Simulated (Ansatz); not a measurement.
C4H6O2 can be A, `O=CCC1CO1`, or B, `C=C(O)CC=O`.

Calculated with Ansatz (gas phase, PBE0-D4/def2-TZVP geometries, no zero-point term in ΔE). CCSD(T)/CBS adds triple-zeta CCSD(T) − MP2 to the extrapolated MP2 energy (def2 sets, frozen cores). Functionals use def2-TZVPP. B3LYP here is the variant with VWN-RPA as its local correlation; programs differ in this. Each species was taken in one conformer, which may not be the lowest.

Which is lower in electronic energy at CCSD(T)/CBS, and by how much? (Best estimate.)

Computed: B, by 17.5 kcal/mol.

Give E(B) − E(A) in kcal/mol with B3LYP, CCSD/def2-TZVPP, B3LYP-D4, HF/def2-TZVPP, MP2/def2-TZVPP, B2PLYP, CCSD(T)/def2-TZVPP. (Estimate.)

Computed: B3LYP -18.4, CCSD/def2-TZVPP -16.6, B3LYP-D4 -18.7, HF/def2-TZVPP -18.6, MP2/def2-TZVPP -16.0, B2PLYP -17.8, CCSD(T)/def2-TZVPP -16.8. None reverses the order clearly.

Largest T1 diagnostic: 0.014.

In def2-TZVPP, CCSD(T) changes the Hartree–Fock value by +1.8 kcal/mol (the triples alone add −0.2 kcal/mol) and MP2 by +2.7 kcal/mol.
